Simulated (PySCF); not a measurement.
3-methylbut-1-yne (SMILES C#CC(C)C)

Geometry:
```csv
atom,x (Å),y (Å),z (Å)
C1,2.160,-1.137,-0.498
C2,1.177,-0.598,-0.065
C3,-0.027,0.058,0.432
C4,-1.266,-0.784,0.134
C5,-0.156,1.467,-0.146
H6,3.033,-1.614,-0.873
H7,0.075,0.143,1.521
H8,-1.179,-1.782,0.567
H9,-1.403,-0.893,-0.944
H10,-2.156,-0.303,0.546
H11,-0.260,1.424,-1.232
H12,0.722,2.071,0.087
H13,-1.038,1.962,0.266
```

Theory: PySCF 2.14.0, quadratic response CAM-B3LYP/def2-TZVPD first hyperpolarisability, Taylor convention, gas phase. Geometry: PBE0-D3(BJ)/def2-TZVP.

Task: Give the tensor of the static β(0;0,0) in the axes of these coordinates.

Result: In au, Taylor convention; rows are the first index (the induced dipole):
```
      xx     yy     zz    xy    xz    yz
x  -13.7   -5.3   +5.6  -3.4  -1.2  +3.9
y   -3.4  +13.3   +1.6  -5.3  +3.9  +0.3
z   -1.2   +0.3  +40.7  +3.9  +5.6  +1.6
```
Norm of βᵢ = ⅓ Σⱼ (βᵢⱼⱼ + βⱼᵢⱼ + βⱼⱼᵢ): 43.6 au, hyper-Rayleigh value 19.2 au.
